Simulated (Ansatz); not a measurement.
Two isomers of C3H5ClO: A = `OC/C=C/Cl`, B = `CO/C=C/Cl`.

Computed with Ansatz on PBE0-D4/def2-TZVP structures; ΔE is electronic, products minus reactants. CBS: MP2 limit from def2 TZ/QZ plus the TZ coupled-cluster correction, frozen cores. Double bonds are as drawn, so ΔE can hold a change between cis and trans. DFT in def2-TZVPP. B3LYP here is the variant with VWN-RPA as its local correlation; programs differ in this. One conformer a species, not always the lowest.

Which is lower in electronic energy at CCSD(T)/CBS, and by how much? (Estimate.)

Ansatz gave: A, by 42.9 kJ/mol.

Give E(B) − E(A) in kJ/mol with r2SCAN-D4, PBE0-D4, CCSD(T)/def2-TZVPP, B3LYP, MP2/def2-TZVPP, HF/def2-TZVPP, B3LYP-D4. (Best estimate.)

Ansatz gave: r2SCAN-D4 34.8, PBE0-D4 37.1, CCSD(T)/def2-TZVPP 40.6, B3LYP 32.2, MP2/def2-TZVPP 44.4, HF/def2-TZVPP 34.1, B3LYP-D4 33.3. None reverses the order clearly.

Largest T1 diagnostic: 0.012.

In def2-TZVPP, CCSD(T) changes the Hartree–Fock value by +6.5 kJ/mol (the triples alone add −0.3 kJ/mol) and MP2 by +10.2 kJ/mol.
